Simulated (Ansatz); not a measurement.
System: 1T (CdI2-type) VSe2 (undistorted form, which takes a superstructure on cooling). Method: r²SCAN-D4 (PAW; Ansatz, a first-principles code).

Numerical settings: plane-wave cutoff 560 eV, 18×18×10 k mesh (along the axes of the cell as run), Fermi–Dirac smearing 0.05 eV, spin-polarised with parallel moments, scalar-relativistic PAW data made under PBE.

Properties against volume:

Shape and atoms are relaxed at each volume.

```tsv
V (Å³/atom)	P (GPa)	c (Å)	a (Å)
19.910	1.46	5.995	3.392
20.325	0.65	6.086	3.401
20.740	0.00	6.179	3.410
21.154	-0.52	6.276	3.417
21.569	-0.92	6.377	3.423
```

Note: the magnetic order was assumed, not searched for or taken from measurement; the bulk modulus comes from volumes at which shape and atoms were relaxed.
